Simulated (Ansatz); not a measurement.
A nudged elastic band was laid between two geometries of AlH2O2 (5 atoms, charge 0, multiplicity 2).

The calculation used Ansatz 0.2.0, UKS PBE-D4/def2-SVP.

| Item | Value |
| --- | --- |
| movable images | 5 |
| climbing image | yes |
| spring | 5.0 eV/Å² |
| optimiser | quadratic models (default) |
| start path | through a guess of the saddle point |
| force threshold | 0.05 eV/Å |
| iteration limit | 60 |
| end points | relaxed |

Initial state:

```xyz
5
Properties=species:S:1:pos:R:3
O -1.605 -0.339 -0.232
Al 0.020 -0.823 0.082
O 1.267 0.377 0.152
H -1.818 0.600 -0.371
H 2.185 0.111 0.328
```

Final state:

```xyz
5
Properties=species:S:1:pos:R:3
O -1.007 -1.597 0.005
Al -0.477 0.069 -0.096
O 1.183 0.444 0.129
H -1.529 1.215 -0.394
H 1.880 -0.204 0.316
```

(1) Which bonds break or form, and what moves?

(2) What energy profile does the band end with?

(3) What is the geometry of the highest image?

Answers

(1) Bonds broken: O1–H4. Bonds formed: Al2–H4.

(2) The forces met the threshold. The highest image is number 3 of 0 to 6, 2.18 eV above the first end and 0.52 eV above the last; the last end lies 1.66 eV above the first. Neighbouring images differ by up to 2.0 eV, so the band resolves the path poorly. A vibrational analysis at the climbing image gives one clearly imaginary mode, 913i cm⁻¹: a first-order saddle point.

| image | path coordinate (Å) | energy (eV) | O1–H4 (Å) | Al2–H4 (Å) |
| --- | --- | --- | --- | --- |
| 0 | 0.00 | 0.00 | 0.97 | 2.37 |
| 1 | 0.94 | 0.06 | 0.97 | 2.50 |
| 2 | 1.88 | 0.19 | 0.99 | 2.08 |
| 3 | 2.83 | 2.18 | 1.67 | 1.66 |
| 4 | 3.53 | 1.80 | 2.50 | 1.60 |
| 5 | 4.23 | 1.78 | 2.81 | 1.59 |
| 6 | 4.93 | 1.66 | 2.89 | 1.58 |

(3) 
```xyz
5
Properties=species:S:1:pos:R:3
O -1.731 -0.888 -0.090
Al -0.213 -0.156 -0.012
O 1.463 -0.255 0.267
H -1.557 0.743 -0.410
H 2.088 0.483 0.205
```

Run time: 4 min on 1 thread of Intel(R) Xeon(R) Processor @ 2.70GHz, with other jobs on the host, peak memory 0.13 GiB.
